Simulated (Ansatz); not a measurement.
One crystal and one scan (energy against volume) at two levels, PBE (plane waves to 420 eV, PAW, scalar-relativistic; Ansatz, an electronic-structure program) and r2SCAN (plane waves to 500 eV, PAW, scalar-relativistic; Ansatz), each from its own relaxed cell and on its own mesh. The cell shown is that of PBE.

Si (diamond)

```xyz
2
Lattice="0.0000 2.7349 2.7349 2.7349 0.0000 2.7349 2.7349 2.7349 0.0000" Properties=species:S:1:pos:R:3 pbc="T T T"
Si     2.7349     2.7349     2.7349
Si     4.1024     4.1024     4.1024
```

The volume is varied about the relaxed value V₀ at fixed cell shape. Symmetry pins the atoms to their sites.

E stands for the smeared free energy. Si was relaxed with its symmetry unable to fall. The PAW data are Ansatz's earlier set. Percentages come from the unrounded values. Both scans cover V/V₀ from 0.840 to 1.160.

Results of PBE:

- Lattice constant a (Å): 5.470
- Pressure at the smallest volume (GPa): 22.3
- Energy cost of the largest compression (meV/atom): 196.6
- Energy cost of the largest expansion (meV/atom): 111.1
- Bulk modulus B₀ (third-order Birch-Murnaghan fit) (GPa): 88.4
- Pressure for 5 % compression (fit) (GPa): 5.1

**Question.** What does r2SCAN give for the same quantities?

**Answer.** 
| quantity | r2SCAN | PBE − r2SCAN |
|---|---|---|
| Lattice constant a (Å) | 5.444 | +0.026 (+0.5 %) |
| Pressure at the smallest volume (GPa) | 24.2 | -1.9 (-8 %) |
| Energy cost of the largest compression (meV/atom) | 210.4 | -13.8 (-6.6 %) |
| Energy cost of the largest expansion (meV/atom) | 120.2 | -9.1 (-7.6 %) |
| Bulk modulus B₀ (third-order Birch-Murnaghan fit) (GPa) | 96.6 | -8.2 (-8.4 %) |
| Pressure for 5 % compression (fit) (GPa) | 5.5 | -0.4 (-8 %) |

PBE gives the higher value for: lattice constant a. PBE gives the lower value for: pressure at the smallest volume; energy cost of the largest compression; energy cost of the largest expansion; bulk modulus B₀; pressure for 5 % compression. For the lattice constant a the reference is 5.421 Å (measured, corrected to the static lattice; as given in Daniel Mejia-Rodriguez, S. B. Trickey, Physical Review B (2018), arXiv:1807.09216): r2SCAN lies nearer. For the bulk modulus B₀ the reference is 100.8 GPa (measured, corrected to the static lattice; as given in Jianwei Sun, Martijn Marsman, Gábor I. Csonka et al., Physical Review B (2011), doi:10.1103/physrevb.84.035117): r2SCAN lies nearer. 

(Under strain, the slope of the energy per volume gives the stress and its curvature an elastic modulus.)
